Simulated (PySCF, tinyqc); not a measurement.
Worked calculation: CIS on RHF in the sto-6g basis, for HF, spin multiplicity 1. The lowest restricted solution is unstable here: a spin-polarised one lies 0.0246 hartree lower (PySCF). One step of it, computed by the program tinyqc.

Task: Integrals over molecular orbitals. (pq|rs) = sum C_ip C_jq C_kr C_ls (ij|kl), one index at a time.

coefficients C:
```
,MO1,MO2,MO3,MO4,MO5,MO6
1F 1s,0.997260,-0.246781,0.000000,0.000000,0.036827,0.039422
1F 2s,0.011624,1.009070,0.000000,0.000000,-0.200099,-0.225344
1F 2px,0.000000,0.000000,0.897155,0.441716,0.000000,0.000000
1F 2py,0.000000,0.000000,-0.441716,0.897155,0.000000,0.000000
1F 2pz,0.000706,0.013345,0.000000,0.000000,0.688856,-0.750984
2H 1s,-0.001377,0.073600,0.000000,0.000000,0.615477,0.839054
```

core Hamiltonian H = T + V (hartree), lower triangle:
```
,1F 1s,1F 2s,1F 2px,1F 2py,1F 2pz,2H 1s
1F 1s,-40.809858
1F 2s,-9.098595,-10.778170
1F 2px,0.000000,0.000000,-8.595563
1F 2py,0.000000,0.000000,0.000000,-8.595563
1F 2pz,-0.007094,-0.083777,0.000000,0.000000,-8.634775
2H 1s,-0.691841,-1.719074,0.000000,0.000000,-1.269137,-3.913885
```

Two-electron integrals (ij|kl) in chemists' order, unique and non-zero (hartree):
```
i,j,k,l,(ij|kl)
1,1,1,1,5.406240
2,1,1,1,0.768129
2,1,2,1,0.138909
2,2,1,1,1.266271
2,2,2,1,0.283987
2,2,2,2,0.926367
3,1,3,1,0.029452
3,2,3,1,0.044681
3,2,3,2,0.204753
3,3,1,1,1.266273
3,3,2,1,0.283987
3,3,2,2,0.926366
3,3,3,3,0.998085
4,1,4,1,0.029452
4,2,4,1,0.044681
4,2,4,2,0.204753
4,3,4,3,0.053789
4,4,1,1,1.266273
4,4,2,1,0.283987
4,4,2,2,0.926366
4,4,3,3,0.890506
4,4,4,4,0.998085
5,1,5,1,0.029452
5,2,5,1,0.044681
5,2,5,2,0.204753
5,3,5,3,0.053789
5,4,5,4,0.053789
5,5,1,1,1.266273
5,5,2,1,0.283987
5,5,2,2,0.926366
5,5,3,3,0.890506
5,5,4,4,0.890506
5,5,5,5,0.998085
6,1,1,1,0.061644
6,1,2,1,0.010698
6,1,2,2,0.021436
6,1,3,3,0.021402
6,1,4,4,0.021402
6,1,5,1,0.000465
6,1,5,2,0.000915
6,1,5,5,0.021506
6,1,6,1,0.000837
6,2,1,1,0.175610
6,2,2,1,0.040069
6,2,2,2,0.148310
6,2,3,3,0.146172
6,2,4,4,0.146172
6,2,5,1,0.002911
6,2,5,2,0.023011
6,2,5,5,0.152586
6,2,6,1,0.003094
6,2,6,2,0.031113
6,3,3,1,0.004184
6,3,3,2,0.024842
6,3,5,3,0.004689
6,3,6,3,0.004278
6,4,4,1,0.004184
6,4,4,2,0.024842
6,4,5,4,0.004689
6,4,6,4,0.004278
6,5,1,1,0.128880
6,5,2,1,0.029789
6,5,2,2,0.117714
6,5,3,3,0.113051
6,5,4,4,0.113051
6,5,5,1,0.005977
6,5,5,2,0.041291
6,5,5,5,0.127039
6,5,6,1,0.002386
6,5,6,2,0.030295
6,5,6,5,0.033404
6,6,1,1,0.382455
6,6,2,1,0.088852
6,6,2,2,0.378867
6,6,3,3,0.368586
6,6,4,4,0.368586
6,6,5,1,0.006738
6,6,5,2,0.076218
6,6,5,5,0.399428
6,6,6,1,0.006880
6,6,6,2,0.110420
6,6,6,5,0.124044
6,6,6,6,0.774999
```

Give: one-electron integrals over orbitals h = C^T H C; Two-electron integrals over orbitals.

Result:

one-electron integrals over orbitals h = C^T H C (hartree), lower triangle:
```
,1,2,3,4,5,6
1,-40.797
2,0.737,-9.186
3,0.000,0.000,-8.596
4,0.000,0.000,0.000,-8.596
5,-0.105,0.432,0.000,0.000,-6.594
6,-0.119,0.657,0.000,0.000,2.390,-5.899
```

Two-electron integrals over orbitals (pq|rs), unique and non-zero (hartree):
```
p,q,r,s,(pq|rs)
1,1,1,1,5.383
2,1,1,1,-0.539
2,1,2,1,0.087
2,2,1,1,1.262
2,2,2,1,-0.025
2,2,2,2,0.884
3,1,3,1,0.030
3,2,3,1,0.040
3,2,3,2,0.192
3,3,1,1,1.266
3,3,2,1,-0.014
3,3,2,2,0.902
3,3,3,3,0.998
4,1,4,1,0.030
4,2,4,1,0.040
4,2,4,2,0.192
4,3,4,3,0.054
4,4,1,1,1.266
4,4,2,1,-0.014
4,4,2,2,0.902
4,4,3,3,0.891
4,4,4,4,0.998
5,1,1,1,0.082
5,1,2,1,-0.013
5,1,2,2,4.89e-03
5,1,3,3,2.09e-03
5,1,4,4,2.09e-03
5,1,5,1,0.017
5,2,1,1,-0.104
5,2,2,1,4.21e-03
5,2,2,2,-0.045
5,2,3,3,-0.057
5,2,4,4,-0.057
5,2,5,1,0.021
5,2,5,2,0.126
5,3,3,1,-0.006
5,3,3,2,-0.022
5,3,5,3,0.033
5,4,4,1,-0.006
5,4,4,2,-0.022
5,4,5,4,0.033
5,5,1,1,0.861
5,5,2,1,-0.008
5,5,2,2,0.672
5,5,3,3,0.658
5,5,4,4,0.658
5,5,5,1,-1.56e-03
5,5,5,2,-0.008
5,5,5,5,0.653
6,1,1,1,0.089
6,1,2,1,-0.015
6,1,2,2,2.99e-03
6,1,3,3,2.33e-03
6,1,4,4,2.33e-03
6,1,5,1,-0.013
6,1,5,2,-0.022
6,1,5,5,4.07e-03
6,1,6,1,0.019
6,2,1,1,-0.129
6,2,2,1,3.79e-03
6,2,2,2,-0.070
6,2,3,3,-0.070
6,2,4,4,-0.070
6,2,5,1,-0.020
6,2,5,2,-0.084
6,2,5,5,-0.021
6,2,6,1,0.019
6,2,6,2,0.091
6,3,3,1,-0.006
6,3,3,2,-0.023
6,3,5,3,-0.024
6,3,6,3,0.028
6,4,4,1,-0.006
6,4,4,2,-0.023
6,4,5,4,-0.024
6,4,6,4,0.028
6,5,1,1,-0.440
6,5,2,1,0.007
6,5,2,2,-0.259
6,5,3,3,-0.262
6,5,4,4,-0.262
6,5,5,1,1.33e-03
6,5,5,2,0.069
6,5,5,5,-0.088
6,5,6,1,-3.74e-03
6,5,6,2,0.029
6,5,6,5,0.249
6,6,1,1,0.818
6,6,2,1,-0.008
6,6,2,2,0.624
6,6,3,3,0.609
6,6,4,4,0.609
6,6,5,1,0.008
6,6,5,2,0.038
6,6,5,5,0.635
6,6,6,1,-0.006
6,6,6,2,-0.047
6,6,6,5,-0.027
6,6,6,6,0.658
```
